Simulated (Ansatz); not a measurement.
Born–Oppenheimer molecular dynamics of ClH₄NSi (7 atoms, charge 0, multiplicity 1). It starts at the highest image of a converged band. Of that band: Neighbouring images differ by up to 1.7 eV, so the band resolves the path poorly. A vibrational analysis at the climbing image gives one clearly imaginary mode, 1507i cm⁻¹: a first-order saddle point.

Method: RKS PBE0-D4/cc-pVDZ (Ansatz).

```json
{
 "ensemble": "NVE (velocity Verlet)",
 "time step": "0.5 fs",
 "steps asked": "200",
 "starting velocities drawn for": "300 K",
 "seed": "9209"
}
```

First frame:

```xyz
7
Properties=species:S:1:pos:R:3
Si -0.136 0.140 0.356
H 0.936 -0.133 1.557
N 1.734 -0.050 0.415
H 2.326 -0.674 -0.144
H 2.246 0.794 0.669
Cl -0.654 1.624 -1.066
H -0.466 -1.155 -0.340
```

(1) What does the run give?

(2) What happens to the structure?

(3) How do temperature and energy run in time?

Results:

(1) All steps were run.

```
steps done                                               : 200
time covered                                             : 100 fs
mean temperature over the second half                    : 2300 K
spread of the potential energy over the second half      : 70.3 meV per atom
mean potential energy of the second half above the start : -184.8 meV per atom
```

The conserved energy stayed within 0.42 meV per atom of its start (net change -0.067 meV per atom), so the integration is sound. The kinetic energy rose, since the run started high on the potential surface and went downhill. A run of 0.1 ps of so small a system gives no equilibrium averages. The orbitals stay closed-shell, which can raise the energy where a bond breaks towards radicals; this wasn't checked here.

(2) Between its relaxed ends the band would form H2–N3 and break Si1–H2. These pairs go: H2–N3 1.40 → 3.03 Å, Si1–H2 1.63 → 1.61 Å. In the last frame they stand as before the step (other bonds may differ from the relaxed reactants and products). It ends as one piece, ClH4NSi. Pairs count as bonded within 1.25 times the sum of covalent radii (0.12 Å more for H–H). Another seed would give other details.

(3) 
```csv
time (fs),T (K),potential energy less start (eV),conserved less start (meV/atom)
0.0,300,0.000,0.00
8.0,183,0.076,0.08
16.0,1325,-0.661,0.16
24.0,3619,-2.147,-0.28
32.0,1893,-1.030,-0.05
40.0,1706,-0.910,-0.22
48.0,2199,-1.227,0.00
56.0,3108,-1.816,-0.21
64.0,1673,-0.888,-0.04
72.0,1785,-0.960,-0.03
80.0,3168,-1.854,-0.11
88.0,2837,-1.642,-0.24
96.0,1120,-0.529,0.11
```

Time of the run: 8.4 min on 1 thread of Arm Neoverse V1, with other jobs on the host, peak memory 0.13 GiB.
